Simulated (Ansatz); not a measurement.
Molecular dynamics of AlH3O

Input file:

```yaml
crystal:
  periodic: [false, false, false]
  atoms:
    - { symbol: Al, position_ang: [0.212429, 0.115733, -0.461066] }
    - { symbol: O, position_ang: [0.8445, 0.14932, 1.319984] }
    - { symbol: H, position_ang: [0.675239, -0.36753, 2.143286] }
    - { symbol: H, position_ang: [1.712701, -0.178773, 0.374813] }
    - { symbol: H, position_ang: [-1.418767, -0.000149, -0.559618] }
basis:
  gaussian: { orbitals: def2-SVP }
hamiltonian:
  xc: pbe
md:
  timestep: 0.5
  n_steps: 200
  ensemble: nve
  temperature: 100.0
  initial_velocities: maxwell_boltzmann
  seed: 2210
```

Launched with:

```bash
$ ansatz run input.yaml --threads 1 --pin off --max-ram 2048MiB --backend cpu --events-out ev --progress --plain --runs-dir out
```

It starts at the highest image of a converged band. Of that band: The profile has 2 maxima (images 1, 5) with wells between them (image 2): this band takes more than one step, which may be the mechanism or a detour left from its start path. Neighbouring images differ by up to 1.3 eV, so the band resolves the path poorly. A vibrational analysis at the climbing image gives one clearly imaginary mode, 1292i cm⁻¹: a first-order saddle point.

Output, in part (one step line in 7, the closing report, with atoms numbered from 0):

```
md step     0: t =     0.00 fs  T =   100.0 K  F+E_penalty+E_count = -8680.96599858 eV  E_kin = 0.038778 eV  conserved = -8680.92722059 eV  (26 SCF iters)
md step     7: t =     3.50 fs  T =    75.1 K  F+E_penalty+E_count = -8680.95616281 eV  E_kin = 0.029118 eV  conserved = -8680.92704478 eV  (28 SCF iters)
md step    14: t =     7.00 fs  T =    99.1 K  F+E_penalty+E_count = -8680.96523699 eV  E_kin = 0.038431 eV  conserved = -8680.92680618 eV  (28 SCF iters)
md step    21: t =    10.50 fs  T =   367.5 K  F+E_penalty+E_count = -8681.06938890 eV  E_kin = 0.142515 eV  conserved = -8680.92687402 eV  (27 SCF iters)
md step    28: t =    14.00 fs  T =   876.1 K  F+E_penalty+E_count = -8681.26755553 eV  E_kin = 0.339740 eV  conserved = -8680.92781565 eV  (27 SCF iters)
md step    35: t =    17.50 fs  T =  1383.7 K  F+E_penalty+E_count = -8681.46506789 eV  E_kin = 0.536556 eV  conserved = -8680.92851161 eV  (27 SCF iters)
md step    42: t =    21.00 fs  T =  1489.0 K  F+E_penalty+E_count = -8681.50398203 eV  E_kin = 0.577406 eV  conserved = -8680.92657646 eV  (27 SCF iters)
md step    49: t =    24.50 fs  T =  1970.7 K  F+E_penalty+E_count = -8681.69120121 eV  E_kin = 0.764189 eV  conserved = -8680.92701241 eV  (27 SCF iters)
md step    56: t =    28.00 fs  T =  2150.7 K  F+E_penalty+E_count = -8681.76208170 eV  E_kin = 0.833996 eV  conserved = -8680.92808521 eV  (27 SCF iters)
md step    63: t =    31.50 fs  T =  2203.3 K  F+E_penalty+E_count = -8681.78264158 eV  E_kin = 0.854387 eV  conserved = -8680.92825481 eV  (27 SCF iters)
md step    70: t =    35.00 fs  T =  2074.6 K  F+E_penalty+E_count = -8681.73215290 eV  E_kin = 0.804490 eV  conserved = -8680.92766313 eV  (27 SCF iters)
md step    77: t =    38.50 fs  T =  1475.2 K  F+E_penalty+E_count = -8681.49838726 eV  E_kin = 0.572070 eV  conserved = -8680.92631721 eV  (27 SCF iters)
md step    84: t =    42.00 fs  T =  1436.2 K  F+E_penalty+E_count = -8681.48547690 eV  E_kin = 0.556922 eV  conserved = -8680.92855520 eV  (27 SCF iters)
md step    91: t =    45.50 fs  T =  1617.9 K  F+E_penalty+E_count = -8681.55651988 eV  E_kin = 0.627379 eV  conserved = -8680.92914044 eV  (27 SCF iters)
md step    98: t =    49.00 fs  T =  1561.6 K  F+E_penalty+E_count = -8681.53284333 eV  E_kin = 0.605541 eV  conserved = -8680.92730282 eV  (26 SCF iters)
md step   105: t =    52.50 fs  T =  1301.8 K  F+E_penalty+E_count = -8681.43051973 eV  E_kin = 0.504818 eV  conserved = -8680.92570201 eV  (27 SCF iters)
md step   112: t =    56.00 fs  T =  1090.9 K  F+E_penalty+E_count = -8681.34994559 eV  E_kin = 0.423012 eV  conserved = -8680.92693385 eV  (27 SCF iters)
md step   119: t =    59.50 fs  T =  1103.1 K  F+E_penalty+E_count = -8681.35694012 eV  E_kin = 0.427771 eV  conserved = -8680.92916920 eV  (27 SCF iters)
md step   126: t =    63.00 fs  T =  1022.8 K  F+E_penalty+E_count = -8681.32503959 eV  E_kin = 0.396634 eV  conserved = -8680.92840561 eV  (27 SCF iters)
md step   133: t =    66.50 fs  T =  1154.0 K  F+E_penalty+E_count = -8681.37427382 eV  E_kin = 0.447509 eV  conserved = -8680.92676521 eV  (27 SCF iters)
md step   140: t =    70.00 fs  T =  1136.3 K  F+E_penalty+E_count = -8681.36734186 eV  E_kin = 0.440624 eV  conserved = -8680.92671815 eV  (27 SCF iters)
md step   147: t =    73.50 fs  T =  1157.2 K  F+E_penalty+E_count = -8681.37652827 eV  E_kin = 0.448749 eV  conserved = -8680.92777905 eV  (27 SCF iters)
md step   154: t =    77.00 fs  T =  1329.1 K  F+E_penalty+E_count = -8681.44412100 eV  E_kin = 0.515414 eV  conserved = -8680.92870725 eV  (26 SCF iters)
md step   161: t =    80.50 fs  T =  1062.7 K  F+E_penalty+E_count = -8681.33969376 eV  E_kin = 0.412102 eV  conserved = -8680.92759198 eV  (25 SCF iters)
md step   168: t =    84.00 fs  T =   765.9 K  F+E_penalty+E_count = -8681.22325832 eV  E_kin = 0.297016 eV  conserved = -8680.92624268 eV  (26 SCF iters)
md step   175: t =    87.50 fs  T =   978.5 K  F+E_penalty+E_count = -8681.30797229 eV  E_kin = 0.379450 eV  conserved = -8680.92852188 eV  (25 SCF iters)
md step   182: t =    91.00 fs  T =   836.3 K  F+E_penalty+E_count = -8681.25300710 eV  E_kin = 0.324317 eV  conserved = -8680.92869060 eV  (26 SCF iters)
md step   189: t =    94.50 fs  T =   698.6 K  F+E_penalty+E_count = -8681.19836804 eV  E_kin = 0.270897 eV  conserved = -8680.92747066 eV  (24 SCF iters)
md step   196: t =    98.00 fs  T =   885.0 K  F+E_penalty+E_count = -8681.27009899 eV  E_kin = 0.343186 eV  conserved = -8680.92691278 eV  (25 SCF iters)
md step   200: t =   100.00 fs  T =   958.6 K  F+E_penalty+E_count = -8681.30008914 eV  E_kin = 0.371716 eV  conserved = -8680.92837313 eV  (26 SCF iters)
Total energy: -8681.30012207 eV, -319.0318950895 hartree
Atom 0 at     0.003714     0.163641    -0.999727 Å, force    -0.070787    -0.007392     0.392049 eV/Å
Atom 1 at     1.213499    -0.038916     2.019521 Å, force    -1.006713     1.341318    -0.174424 eV/Å
Atom 2 at     1.185292    -0.313336     2.946549 Å, force     0.203473    -0.504835     0.372388 eV/Å
Atom 3 at     0.548999     0.713633     2.082650 Å, force     0.706808    -0.815851    -0.436659 eV/Å
Atom 4 at    -1.035125     0.758570     0.244773 Å, force     0.167219    -0.013240    -0.153354 eV/Å
Dipole moment:    -0.116814     0.095568     0.390438 e Å
```

All steps were run. The conserved energy stayed within 0.42 meV per atom of its start (net change -0.23 meV per atom), so the integration is sound. The system heated up, since it started high on the potential surface and ran downhill. A run of 0.1 ps of so small a system gives no equilibrium averages. The orbitals stay closed-shell, which can raise the energy where a bond breaks towards radicals; this wasn't checked here.

The step under study would form O2–H4 and break Al1–O2, Al1–H4. These pairs go: O2–H4 1.32 → 1.01 Å, Al1–O2 1.89 → 3.26 Å, Al1–H4 1.74 → 3.18 Å. In the last frame they stand as after the step (other bonds may differ from the relaxed reactants and products). It ends as AlH + H2O. Pairs count as bonded within 1.25 times the sum of covalent radii (0.12 Å more for H–H).

Last frame:

```xyz
5
Properties=species:S:1:pos:R:3
Al 0.004 0.164 -1.000
O 1.214 -0.039 2.019
H 1.185 -0.313 2.946
H 0.549 0.714 2.083
H -1.035 0.759 0.245
```

Time of the run: 2.1 min on 1 thread of Arm Neoverse V2 (shared host), peak memory 0.086 GiB.
